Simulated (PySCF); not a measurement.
Compound: ethylene carbonate, C₃H₄O₃.
InChI=1S/C3H4O3/c4-3-5-1-2-6-3/h1-2H2

Computed, not measured: EOM-IP-CCSD/aug-cc-pVDZ in PySCF, restricted Hartree–Fock reference, 6 core orbitals frozen, non-relativistic, gas phase, PBE0-D3(BJ)/def2-SVP geometry.

Hartree–Fock orbital energies give these Koopmans values (eV): HOMO 12.86, HOMO-1 12.97, HOMO-2 13.09, HOMO-3 14.80, HOMO-4 15.69, HOMO-5 16.85, HOMO-6 17.25, HOMO-7 17.52.

Q: What vertical ionisation energies does EOM-IP-CCSD give?

A: 
```json
{"leading hole (HF orbital)": "HOMO-2", "Koopmans (eV)": "13.09", "EOM-IP-CCSD (eV)": "11.22", "change (eV)": "-1.87", "one-hole share": "0.94"}
{"leading hole (HF orbital)": "HOMO", "Koopmans (eV)": "12.86", "EOM-IP-CCSD (eV)": "11.40", "change (eV)": "-1.46", "one-hole share": "0.94"}
{"leading hole (HF orbital)": "HOMO-1", "Koopmans (eV)": "12.97", "EOM-IP-CCSD (eV)": "11.42", "change (eV)": "-1.55", "one-hole share": "0.95"}
{"leading hole (HF orbital)": "HOMO-3", "Koopmans (eV)": "14.80", "EOM-IP-CCSD (eV)": "13.42", "change (eV)": "-1.38", "one-hole share": "0.96"}
{"leading hole (HF orbital)": "HOMO-4", "Koopmans (eV)": "15.69", "EOM-IP-CCSD (eV)": "13.49", "change (eV)": "-2.20", "one-hole share": "0.95"}
{"leading hole (HF orbital)": "HOMO-7", "Koopmans (eV)": "17.52", "EOM-IP-CCSD (eV)": "15.48", "change (eV)": "-2.04", "one-hole share": "0.94"}
{"leading hole (HF orbital)": "HOMO-6", "Koopmans (eV)": "17.25", "EOM-IP-CCSD (eV)": "15.51", "change (eV)": "-1.74", "one-hole share": "0.95"}
{"leading hole (HF orbital)": "HOMO-5", "Koopmans (eV)": "16.85", "EOM-IP-CCSD (eV)": "15.53", "change (eV)": "-1.32", "one-hole share": "0.94"}
```

Q: Does the order of the lines follow the orbital energies?

A: No: the HOMO-2 hole (11.22 eV) falls below the HOMO hole (11.40 eV); the HOMO-2 hole (11.22 eV) falls below the HOMO-1 hole (11.42 eV); the HOMO-7 hole (15.48 eV) falls below the HOMO-6 hole (15.51 eV); the HOMO-7 hole (15.48 eV) falls below the HOMO-5 hole (15.53 eV), among 5 such swaps. The corrections run from -2.20 to -1.32 eV, with a mean of -1.70 eV over the 8 lines; no line lies above its Koopmans value.

Q: At what kinetic energies would He I light (21.22 eV) eject these electrons?

A: 10.00 eV (HOMO-2), 9.82 eV (HOMO), 9.80 eV (HOMO-1), 7.80 eV (HOMO-3), 7.73 eV (HOMO-4), 5.74 eV (HOMO-7), 5.71 eV (HOMO-6), 5.69 eV (HOMO-5).

Q: What total energy has the lowest final state, and which wavelength reaches it?

A: E(CCSD) + ionisation energy = -341.59238 + 0.41242 = -341.17996 Eh, at the geometry of the initial state. The threshold wavelength is 1239.84 eV nm/11.22 eV = 110.5 nm.

Lines less than 0.15 eV apart could change places at a higher level. One root was sought for each valence orbital with −ε under 21 eV, eight at most, so deeper holes and satellites are missing; no vibrational structure.
